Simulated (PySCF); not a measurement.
Compound: C5H3Cl.
Cartesian coordinates in Å at the PBE0-D3(BJ)/def2-SVP level; atoms count from 1:
```xyz
9
C5H3Cl angstrom
C     -0.169    3.116    1.358
C     -0.070    2.063    0.758
C      0.038    0.876    0.081
C      0.133   -0.177   -0.523
C      0.259   -1.425   -1.241
Cl    -1.330   -2.194   -1.571
H     -0.260    4.047    1.888
H      0.854   -2.148   -0.665
H      0.750   -1.268   -2.212
```

Method used: MP2 and CCSD/aug-cc-pVDZ in PySCF, restricted Hartree–Fock reference, 10 core orbitals frozen, non-relativistic, gas phase, PBE0-D3(BJ)/def2-SVP geometry.

E(HF) = -650.47796 Eh.

Question: How large is the problem?

Answer: 169 basis functions and 50 electrons; 10 orbitals frozen, which leaves o = 15 correlated occupied and v = 144 virtual orbitals. That is o·v = 2160 singles and o·v(o·v + 1)/2 = 2333880 distinct closed-shell doubles amplitudes before symmetry; the costliest CCSD step grows as o²v⁴ = 9.7 × 10^10.

Question: What are the MP2 and CCSD correlation energies?

Answer: MP2 -0.8029 Eh and CCSD -0.8347 Eh, which gives totals of -651.28081 and -651.31261 Eh. That is 0.757 eV for each correlated electron at CCSD (2191 kJ/mol in all, 0.128 % of the total energy); MP2 gives 96.2 % of the CCSD value.

Question: What is the T1 diagnostic?

Answer: 0.0117, below the customary warning level of 0.02. It is the norm of the spatial-orbital singles amplitudes over the root of the number of correlated electrons, so the norm is 0.064.

Question: How does correlation change the dipole moment?

Answer: HF gives 1.79 D and CCSD (unrelaxed density) 1.63 D, a change of -0.16 D.

No triples correction and no basis-set extrapolation were made.

The job also held the EOM ionisation roots. On one thread, Arm Neoverse V1 (aarch64) (shared host), this took 7.9 min of wall time and 3.0 GiB of memory at its peak.
